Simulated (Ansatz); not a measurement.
System: hcp Hf. Method: PBEsol (plane waves, PAW; Ansatz, a program for electronic structure).

Settings: plane-wave cutoff 520 eV, 18×18×12 k mesh (along the axes of the cell as run), Fermi–Dirac smearing 0.05 eV, scalar-relativistic PAW data made under PBE.

Energies at three volumes about the minimum:

```
V (Å³/atom)  E − E_lowest (meV/atom)
-----------  -----------------------
21.173                          3.16
21.605                          0.00
22.037                          2.96
```

### Question
Fit a parabola by hand: where is the minimum, and what is the bulk modulus?

### Answer
Slopes: (0.00 − 3.16)/(21.605 − 21.173) = -7.315 and (2.96 − 0.00)/(22.037 − 21.605) = 6.852 meV/Å³. Curvature E″ = 2 × (6.852 − (-7.315))/(22.037 − 21.173) = 32.794 meV/Å⁶. From the middle of the first interval, the slope vanishes at V0 = 21.3890 − (-7.315)/32.794 = 21.612 Å³/atom. B = V0 E″ = 21.612 × 32.794 meV/Å³ × 0.1602 GPa per meV/Å³ = 114 GPa. The full Birch–Murnaghan fit to all volumes gives V0 = 21.606 Å³/atom and B0 = 113 GPa.

Shape and atoms are relaxed at each volume.

Measured, for comparison: bulk modulus 110 GPa (zero-point energy and finite temperature contributions removed; as tabulated in doi:10.1021/acs.jctc.3c00612). Computed (rounded) less measured: bulk modulus +3 %.

Note: the bulk modulus comes from volumes at which shape and atoms were relaxed.
